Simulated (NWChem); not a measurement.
System: propyne (C3H4); SMILES C#CC

Input file for NWChem:

```
start job
memory heap 200 mb stack 900 mb global 1100 mb
geometry units angstroms noautosym nocenter noautoz
  C     -0.000328    -1.232770    -0.001813
  C     -0.001502     0.220758     0.000005
  C     -0.002452     1.431562    -0.001731
  H     -0.754431    -1.627177    -0.700458
  H     -0.226679    -1.631468     0.999233
  H      0.981209    -1.627193    -0.307400
  H     -0.005144     2.505555    -0.005438
end
basis spherical
  C library def2-tzvp
  H library def2-tzvp
end
dft
  xc hfexch
  iterations 150
end
tddft
  cis
  nroots 6
  notriplet
end
task tddft energy
```

Structure relaxed at the PBE0/def2-SVP level.

Vertical excitations in the gas phase.

Question: What results follow from this input? (Hartree-Fock/def2-TZVP, CIS.) Quantities: basis functions; lowest excitation, singlet (eV); oscillator strength of that lowest state; lowest state with f > 0.02, singlet (eV); oscillator strength of that bright state; orbital gap (eV).

Answer: 
- number of basis functions = 117
- lowest excitation, singlet (eV) = 6.41
- oscillator strength of that lowest state = 0.000
- lowest state with f > 0.02, singlet (eV) = 9.03
- oscillator strength of that bright state = 0.022
- orbital gap (eV) = 14.25
